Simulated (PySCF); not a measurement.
# A gas-phase reaction: CH5B + H2S → BH3S + CH4

What reaction energy should one expect for `BC` + `S` → `BS` + `C`?

Programs: PySCF 2.14.0. All values are calculated, for the isolated system unless a continuum is named. Atoms count from 0, parts from 1.

## (1) The system as given

Each species was relaxed by itself at PBE0-D3(BJ)/def2-SVPD.

## (2) Reaction energy: wB97M-D3(BJ)/def2-TZVPD

What the job is given:

```
{"job": {"kind": "react", "xc": "wB97M-D3(BJ)", "basis": "def2-TZVPD"}, "charge": 0, "multiplicity": 1}
-1 CH5B charge 0 multiplicity 1
B      0.354180    -0.122980    -0.802130
C     -0.248670     0.008380     0.621360
H      1.521780     0.115230    -1.007590
H     -0.343200    -0.395450    -1.751550
H     -0.561970     1.074510     0.655840
H     -1.162330    -0.574030     0.804360
H      0.462540    -0.117970     1.449450

-1 H2S charge 0 multiplicity 1
S     -0.008030     0.615460    -0.003930
H     -0.980740    -0.320620    -0.000150
H      0.969020    -0.316050     0.005360

+1 BH3S charge 0 multiplicity 1
B      0.238340    -0.176280     0.510370
S     -0.864350     0.799650    -0.476800
H      0.168930    -0.004250     1.697840
H      1.000310    -0.955270     0.006340
H     -0.513310     0.352810    -1.704110

+1 CH4 charge 0 multiplicity 1
C     -0.003320    -0.000040    -0.000470
H      0.482460     0.768280    -0.614530
H      0.752600    -0.518330     0.602310
H     -0.509810    -0.722690    -0.652110
H     -0.738550     0.472560     0.662440
```

Level: wB97M-D3(BJ)/def2-TZVPD reaction energy of separated species, gas phase.

Started as:

```sh
$ OMP_NUM_THREADS=1 python cluster_run.py task.json out
```

This one command runs all jobs of the session in turn.

**Question.** The jobs that follow are: PBE0-D3(BJ)/def2-TZVPD reaction energy of separated species, gas phase; MP2/def2-TZVPD reaction energy of separated species, gas phase. Predict: reaction energy (wB97M-D3(BJ)/def2-TZVPD); ΔH, ΔG at 298 K (xTB thermal terms). Thermal terms come from harmonic xTB runs on each species.

The runs gave:

| quantity | value |
| --- | --- |
| reaction energy (wB97M-D3(BJ)/def2-TZVPD) | -23.28 kcal/mol |
| ΔH, ΔG at 298 K (xTB thermal terms) | -20.0, -19.2 kcal/mol |
| range of the reaction energy over the runs of this table | -25.25 to -23.28 kcal/mol |

In words: The reaction is exothermic by 20.0 kcal/mol in the gas phase; dispersion gives +0.03, and xTB itself gave -25.33 for the electronic energy (xTB energies and thermal terms come from the earlier relaxation of each species, not shown). No barrier was sought. The reaction energy runs from -25.25 (MP2/def2-TZVPD) to -23.28 kcal/mol (wB97M-D3(BJ)/def2-TZVPD).
